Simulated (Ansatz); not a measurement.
We consider rock-salt ZrC, described by r²SCAN+rVV10 (Ansatz, an electronic-structure program, PAW).

Input file:

Ansatz 0.2 input:
```yaml
crystal:
  lattice:
    - [0.0, 2.3035737621, 2.3035737621]
    - [2.3035737621, 0.0, 2.3035737621]
    - [2.3035737621, 2.3035737621, 0.0]
  atoms:
    - { symbol: Zr, position: [0.0, 0.0, 0.0] }
    - { symbol: C, position: [0.5, 0.5, 0.5] }
basis:
  ecutwfc: 560
  ecutrho_ratio: 4
  xc_grid: 3
kpoints:
  mp_grid: { grid: [20, 20, 20] }
hamiltonian:
  xc: r2scan
  dispersion: rvv10
  pseudopotentials: { kind: paw }
scf:
  occupations: { method: fermi_dirac, width: 0.05 }
  convergence: { dr2_threshold: 0.0000000002 }
output:
  forces: true
  stress: true
  eigenvalues: true
```

How many irreducible k-points, plane waves at Γ does the program set up, and what pressure does the run end with?

256 irreducible k-points, 725 plane waves at Γ; P = 16.32 GPa, so the cell is compressed on average and its volume would grow at this level.

The run printed, among other lines:

```
Crystal: 2 atoms, lattice volume = 24.448 Å³
Basis set: ecut = 560 eV, 725 PW (Γ), exchange–correlation on 81×81×81 points (27 copies of the dense FFT grid, shifted against one another)
Bands: 12, of which v1, the nominal top of the filled ones, is band 8 counted from 1 (7 counted from 0)
Symmetry: 48 space group operations
Space group: Fm-3m (ITA 225), of the structure as read, at distance tolerance 2.9e-5 Å
k-points: 256 of 8000
Functional: x = r2scan, c = r2scan + rvv10(b = 11.95, C = 0.0093); τ floored in thin density (d = 2e-4 eV/Å³)
SCF iter   1: F=—  HF=-4447.028203 eV  |F-HF|=—  |Δ(HF+E_count)|=         —  Δρ=9.60e-3  dr2=2.44e-2  dr2_τ=1.33e-1
SCF iter   2: F=—  HF=-4447.087060 eV  |F-HF|=—  |Δ(HF+E_count)|=   5.89e-2  Δρ=6.55e-3  dr2=1.04e-2  dr2_τ=2.80e-4
  ...
SCF iter   8: F=—  HF=-4447.086377 eV  |F-HF|=—  |Δ(HF+E_count)|=   1.18e-8  Δρ=5.34e-6  dr2=9.81e-9  dr2_τ=9.63e-11
SCF iter   9: F=-4447.086377 eV  HF=-4447.086377 eV  |F-HF|=6.91e-11  |Δ(HF+E_count)|=  9.44e-10  Δρ=6.53e-7  dr2=1.38e-10  dr2_τ=1.95e-12
SCF 1 converged in 9 iterations: F = -4447.086377 eV  dr2 = 1.38e-10
SCF converged after 9 iterations
Free energy (F): -4447.086377 eV
Internal energy: -4447.084299 eV  (E = F + TS)
E sigma→0 (E₀):  -4447.085338 eV
Fermi energy:    15.951619 eV
--- Forces (eV/Å), atoms counted from 1 ---
  atom   1  Zr    -0.00000000     0.00000000    -0.00000000
  atom   2  C      0.00000000     0.00000000     0.00000000
--- Stress (GPa, compression-positive) ---
       16.321240       0.000000       0.000000
        0.000000      16.321240       0.000000
       -0.000000       0.000000      16.321240
  P = ⅓ Tr σ = 16.3212 GPa (163.212 kbar)
```

The cell is one volume of an energy–volume scan, off the minimum.

The PAW data were made under PBE.

It cost around 17 core-seconds (rough) of CPU time.
